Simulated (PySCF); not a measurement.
NO(OH): PBE0 against B3LYP

Base calculation in PySCF with density fitting and no spin–orbit coupling, PBE0/def2-TZVP (no relativity): singlet, Cs, N–O 1.162 Å, N–O 1.397 Å, O–H 0.967 Å; H–O–N 102.9°, O–N–O 111.2°; wavenumbers 606, 673, 886, 1325, 1821, 3801 cm⁻¹; dipole moment 2.20 D, gap between the highest occupied and lowest empty levels 6.03 eV, polar-tensor charge of N 0.82 e, atomisation energy (no zero-point energy) 1300 kJ/mol.

Problem. What changes on going to B3LYP/def2-TZVP (no relativity)?

Solution. The point group stays the same. Changes: mean bond to N +0.016 Å, highest wavenumber -64 cm⁻¹, lowest wavenumber -20 cm⁻¹, dipole moment -0.13 D, gap between the highest occupied and lowest empty levels -0.63 eV, polar-tensor charge of N +0.01 e, atomisation energy (no zero-point energy) +5 kJ/mol. The new structure has N–O 1.163 Å, N–O 1.430 Å, O–H 0.970 Å; H–O–N 102.7°, O–N–O 111.1°, with wavenumbers 586, 618, 822, 1295, 1782, 3737 cm⁻¹.

Each species is the lowest minimum found with this bonding; other isomers or fragments can lie lower.
